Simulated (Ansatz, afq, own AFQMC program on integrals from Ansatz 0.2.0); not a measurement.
**BH2⁻, triplet → BH$_{2}$⁻, singlet**

```yaml
atoms:
  - { symbol: B, position_ang: [0.0000, -0.0819, 0.0000] }
  - { symbol: H, position_ang: [0.0000, 0.4392, -1.0911] }
  - { symbol: H, position_ang: [0.0000, 0.4392, 1.0911] }
```

E(singlet, charge -1) − E(triplet, charge -1) at this geometry, on UHF and RHF determinants.

Basis aug-cc-pVTZ. Noble-gas cores (and the filled d shells of Ga–Kr and In–Xe) are frozen. Integrals, coupled cluster, full CI and functionals: Ansatz 0.2.0; the random walks run on the same integrals in our own AFQMC program. ph-AFQMC/CISD is guided by a CISD state made of CCSD amplitudes; releasing the constraint for a short imaginary time cuts its bias at the price of noise, slowly where states lie close. ± is one standard error of the sampling. The errors of all members are added in quadrature.

No full CI on the walks' own integrals is used here; CCSDT(Q) serves as the reference and is uncertain by about the last step of the cluster series. Each member takes its own surest rung, up to full CI.

Errors are counted within aug-cc-pVTZ, not against nature.

Cautions: BH₂⁻ (singlet): another spin lies lower, restricted determinant unstable towards unrestricted (UHF 479 meV lower, ⟨S²⟩ 0.88), CCSDT(Q) on the UHF determinant differs (226 meV lower), perhaps since the unrestricted series falls towards higher spin.

Reference (CCSDT(Q)): 4.9 kcal/mol.

```json
{"level": "HF", "vertical spin gap (kcal/mol)": "20.0", "error against CCSDT(Q) (kcal/mol)": "15.1"}
{"level": "MP2", "vertical spin gap (kcal/mol)": "8.1", "error against CCSDT(Q) (kcal/mol)": "3.2"}
{"level": "CCSD", "vertical spin gap (kcal/mol)": "6.1", "error against CCSDT(Q) (kcal/mol)": "1.3"}
{"level": "CCSD(T)", "vertical spin gap (kcal/mol)": "5.2", "error against CCSDT(Q) (kcal/mol)": "0.3"}
{"level": "CCSDT", "vertical spin gap (kcal/mol)": "5.0", "error against CCSDT(Q) (kcal/mol)": "0.1"}
{"level": "ph-AFQMC/CISD", "vertical spin gap (kcal/mol)": "4.9 ± 0.1", "error against CCSDT(Q) (kcal/mol)": "0.0 ± 0.1"}
{"level": "released AFQMC", "vertical spin gap (kcal/mol)": "4.8 ± 0.1", "error against CCSDT(Q) (kcal/mol)": "-0.1 ± 0.1"}
```

Correlation beyond CCSD(T) takes off 0.3 kcal/mol. The perturbative (T) step is worth −0.9 kcal/mol.

A walk keeps the symmetry of its determinant, which the program's search chose and which needn't be the lowest solution, so a lower state of the same spin and another symmetry isn't excluded. Released energies are given only where the last usable release times agree within the noise; a slower fall can still hide under it.
